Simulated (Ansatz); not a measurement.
in.yaml

```yaml
crystal:
  periodic: [false, false, false]
  atoms:
    - {symbol: Ge, position_ang: [0.000000, 0.000000, 0.000000]}
    - {symbol: H, position_ang: [0.884324, 0.887199, 0.886047]}
    - {symbol: H, position_ang: [-0.887886, -0.884021, 0.885661]}
    - {symbol: H, position_ang: [-0.883825, 0.884513, -0.889224]}
    - {symbol: H, position_ang: [0.887387, -0.887691, -0.882484]}
basis:
  gaussian: {orbitals: 6-31G}
correlation: {method: fic_mrcisd_q_relaxed, electrons: valence, active_space: {window: {electrons: 10, orbitals: 7}, states: [{multiplicity: 1, weights: [1, 1, 0.5]}], root: 2}}
accuracy: high
```

```sh
$ ansatz run in.yaml --threads 1 --pin off --events-out ev --progress --plain --max-ram 2393MiB
```

Log:

```
673 factors; integrals over basis functions are off by at most 4.0e-9 eV
mean field evaluation 1: about -56526.2450 eV, gradient 8.4e0 eV
mean field evaluation 2: about -56526.2867 eV, gradient 8.5e0 eV
mean field evaluation 4: about -56526.6068 eV, gradient 1.3e0 eV
mean field evaluation 8: about -56526.6093 eV, gradient 2.3e-4 eV
mean field -56526.60931054 eV, -2077.3145770503 hartree, gradient 8.6e-9 eV, S^2 0.000000; 0 other end points of the search recorded, 0 dependent functions left out
reference -56526.60931054 eV, -2077.3145770503 hartree; 18, 18 occupied and 19, 19 virtual orbitals, 673 factors
state -56527.06987294 eV, -2077.3315024064 hartree
state -56516.48192294 eV, -2076.9424024207 hartree
state -56516.05969253 eV, -2076.9268857395 hartree
contracted CI cycle   1: correlation 0.00000000 eV, 0.0000000000 hartree, residual 3.46e1 eV
contracted CI cycle   2: correlation -5.24217130 eV, -0.1926462419 hartree, residual 4.76e0 eV
contracted CI cycle   3: correlation -5.47542522 eV, -0.2012181653 hartree, residual 1.28e0 eV
contracted CI cycle   4: correlation -5.49222286 eV, -0.2018354675 hartree, residual 3.95e-1 eV
contracted CI cycle   5: correlation -5.49386460 eV, -0.2018958000 hartree, residual 1.16e-1 eV
contracted CI cycle   6: correlation -5.49399321 eV, -0.2019005264 hartree, residual 2.90e-2 eV
...
contracted CI cycle   9: correlation -5.96034856 eV, -0.2190387694 hartree, residual 8.29e-3 eV
contracted CI cycle  10: correlation -5.96034969 eV, -0.2190388109 hartree, residual 3.65e-3 eV
contracted CI cycle  11: correlation -5.96034992 eV, -0.2190388194 hartree, residual 1.62e-3 eV
contracted CI cycle  12: correlation -5.96034995 eV, -0.2190388205 hartree, residual 5.06e-4 eV
contracted CI cycle  13: correlation -5.96034995 eV, -0.2190388207 hartree, residual 1.94e-4 eV
contracted CI cycle  14: correlation -5.96034995 eV, -0.2190388207 hartree, residual 6.64e-5 eV
contracted CI cycle  15: correlation -5.96034995 eV, -0.2190388207 hartree, residual 2.45e-5 eV
contracted CI cycle  16: correlation -5.96034995 eV, -0.2190388207 hartree, residual 7.65e-6 eV
contracted CI cycle  17: correlation -5.96034995 eV, -0.2190388207 hartree, residual 3.12e-6 eV
contracted CI cycle  18: correlation -5.96034995 eV, -0.2190388207 hartree, residual 1.11e-6 eV
state -56516.05969253 eV, -2076.9268857395 hartree; corrected -56522.53353757 eV, -2077.1647951565 hartree
WARN: 1 active orbitals are nearly empty or full. The corrections depend on them more than the energy does, and are more stable in an active space without them
Total energy: -56522.53353757 eV, -2077.1647951565 hartree
```

Natural occupations, averaged over the states: 2.0000 1.9944 1.9846 1.7986 1.5806 0.6039 0.0379.

Ran on 1 thread of Arm Neoverse V1, shared host: 7.5 s wall, 0.15 GiB peak host memory.
